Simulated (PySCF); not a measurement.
PySCF input for CN, SMILES [C]#N (connectivity only; charge and spin as stated), charge -1, multiplicity 1, PBE-D3(BJ)/def2-TZVPD. Coordinates come from a PBE-D3(BJ)/def2-TZVPD optimisation.

```python
import numpy as np
from pyscf import gto, scf, dft, df
from pyscf.hessian import thermo

mol = gto.M(
    atom='''
    C     0.00000000    0.00000000   -0.63614899
    N     0.00000000    0.00000000    0.54527056
    ''',
    basis='def2-TZVPD',
    charge=-1,
    spin=0,
    max_memory=1600,
    verbose=3,
)
mf = dft.RKS(mol, xc='pbe').density_fit(auxbasis='def2-universal-jkfit')
mf.disp = 'd3bj'
mf.grids.level = 3
mf.conv_tol = 1e-11
mf.max_cycle = 100
mf.kernel()

# [left out here: the lines that compute and print the analytic Hessian (its translational invariance restored by hand, since the grid's response is missing), thermochemistry and intensities]
```

Program output:

```
converged SCF energy = -92.779891488171

WARN: DFTD3 does not support analytical Hessian, using finite difference


WARN: Mole.unit (angstrom) is changed to Bohr

Mode                                 0
Irrep
Freq [cm^-1]                     2068.2113
Reduced mass [au]                  12.8568
Force const [Dyne/A]               32.4020
Char temp [K]                    2975.6956
Normal mode                   x     y     z
       0   C                 0.00  0.00 -0.21
       1   N                 0.00  0.00  0.18
temperature 298.1500 [K]
pressure 101325.00 [Pa]
Rotational constants [GHz] inf 55.99619 55.99619
Symmetry number 1
Zero-point energy (ZPE) 0.00471 [Eh]   12370.651 [J/mol]
                           tot       elec      trans        rot        vib
Entropy [J/mol/K]       196.860      0.000    149.388     47.467      0.004
Cv [J/mol/K]             20.824      0.000     12.472      8.314      0.038
Cp [J/mol/K]             29.139      0.000     20.786      8.314      0.038
Internal energy [J/mol]                      3718.434   2478.956  12371.796
Internal energy [Eh]   -92.77282  -92.77989
Enthalpy [J/mol]                             6197.391   2478.956  12371.796
Enthalpy [Eh]          -92.77187
Gibbs free energy [J/mol]                  -38342.768 -11673.466  12370.536
Gibbs free energy [Eh] -92.79423
mode   freq/cm-1   IR/(km/mol)
   1     2068.21        13.027
max |gradient| / (hartree/bohr): 4.143950108353146e-05
APT charges: [-0.448 -0.552]
```

The run converged.

Cost: about 7 core-seconds (a rough figure).
